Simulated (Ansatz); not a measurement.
The reference is Cu in the fcc (Cu type) structure (space group Fm-3m, No. 225; a = 3.577 Å).

Level of theory: r2SCAN, PAW, 500 eV (Ansatz, an electronic-structure program; scalar-relativistic without spin-orbit coupling).

It is then changed as follows: full substitution Cu → Au; the structure is relaxed again.

Measured lattice parameter a: Cu 3.595 Å (static lattice; corrected from measurement; as listed in Gábor I. Csonka et al., Physical Review B (2009)); Au 4.062 Å (static lattice; corrected from measurement; as listed in Daniel Mejia-Rodriguez, S. B. Trickey, Phys. Rev. B (2018)).

Question: How well does r2SCAN reproduce the measured shift?

Answer: With r2SCAN the lattice parameter a moves by +0.547 Å (3.577 → 4.124) against +0.467 Å measured.

Stability against distortions was not tested. The final runs are not spin-polarised.
